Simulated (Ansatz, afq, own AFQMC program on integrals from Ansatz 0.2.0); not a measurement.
Where AFQMC and coupled cluster stand for BeGaH⁺, doublet

```
atom   x (Å)   y (Å)    z (Å)
  Ga  0.0000  0.0000   2.1355
  Be  0.0000  0.0000  -0.3881
   H  0.0000  0.0000  -1.7474
```

Connectivity, by distances: Ga–BeH.

Basis cc-pVDZ. Noble-gas cores (and the filled d shells of Ga–Kr and In–Xe) are frozen. Integrals, coupled cluster, full CI and functionals: Ansatz 0.2.0; the random walks run on the same integrals in our own AFQMC program. The CISD trial takes its coefficients from CCSD amplitudes. Released means that phaseless walkers are propagated on without the constraint, phases kept. Error bars are statistical, one sigma. No spin–orbit coupling.

Determinant: ROHF, the one that the program's search chose, which needn't be the lowest solution. The geometry is a PBE0/def2-TZVP stationary point of this or a neighbouring charge and spin state.

Full CI on the same integrals is exact in this basis and with this determinant's frozen core.

Cautions: no relativity below Rb; no spin-orbit coupling; inner d shell frozen.

- T1 diagnostic: 0.0300
- weight of the determinant in the CISD state: 0.917
- size of the correlated space: 5 electrons in 31 orbitals

Reference: full CI, correlation energy -2.339 eV. The released energy is read at 2.40 1/Eh (meV from the phaseless value at times in 1/Eh: 0 ± 4 at 0.24, 1 ± 4 at 0.51, -3 ± 3 at 0.99, -7 ± 4 at 1.62, -7 ± 4 at 2.40).

| level | E − E(reference) (meV) | share of correlation (%) |
| --- | --- | --- |
| HF | 2339.1 | 0.00 |
| MP2 | 674.9 | 71.15 |
| CCSD | 47.1 | 97.99 |
| CCSD(T) | 13.9 | 99.41 |
| CCSDT | 1.2 | 99.95 |
| CCSDT(Q) | 0.3 | 99.99 |
| ph-AFQMC/CISD | 1.9 ± 3.0 | 99.92 |
| released AFQMC | -4.9 ± 4.3 | 100.21 |

CCSDT and higher add their correlation energy to the determinant of the CCSD(T) run, since their own runs factorise the integrals more tightly (a shift of under 2 meV). A walk keeps the symmetry of its determinant, which the program's search chose and which needn't be the lowest solution, so a lower state of the same spin and another symmetry isn't excluded. Released energies are given only where the last usable release times agree within the noise; a slower fall can still hide under it.
